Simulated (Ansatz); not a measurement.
## HAlSi, triplet: reading a ladder of total energies

Geometry: a point of a stretch scan, not a stationary point.

```xyz
3

Si    0.0000    0.0000    3.9010
Al    0.0000    0.0000   -1.1510
H     0.0000    0.0000   -2.7499
```

Basis 6-31G; Ansatz 0.2.0. Only valence electrons are correlated (noble-gas cores frozen), which leaves 8 electrons in 18 orbitals. R marks a restricted (for open shells ROHF) determinant, U an unrestricted one.

Full CI is exact within this basis and frozen core; it isn't the basis-set limit. The frozen core follows each run's orbitals, which can shift R against U totals by a few meV.

Runs differ by some tens of microhartree through their thresholds and, for an open shell, their frozen cores, so steps under 0.1 kcal/mol mean nothing.

```tsv
level	total energy (hartree)
UHF	-531.255520
UMP2	-531.299066
UCCSD	-531.324463
UCCSD(T)	-531.324905
UCCSDT	-531.325097
UCCSDT(Q)	-531.325138
UCCSDTQ	-531.325157
full CI	-531.325154
```

Q: What is the correlation energy at full CI, and what share of it do UMP2 and UCCSD(T) recover?

A: E(corr) = -531.325154 − (-531.255520) = -0.069634 hartree = -1.895 eV. UMP2: -0.043546 / -0.069634 = 62.54 %. UCCSD(T): -0.069385 / -0.069634 = 99.64 %.

Q: By how many kcal/mol does UCCSD(T) miss full CI (1 hartree = 627.509 kcal/mol), and which steps make up the rest?

A: -531.324905 − (-531.325154) = 0.000249 hartree = 0.16 kcal/mol. Steps: UCCSDT − UCCSD(T) = -0.12, UCCSDT(Q) − UCCSDT = -0.03, UCCSDTQ − UCCSDT(Q) = -0.01, full CI − UCCSDTQ = 0.00 kcal/mol. That is within 1 kcal/mol of the reference in this basis, which itself misses far more of the correlation at the basis-set limit.
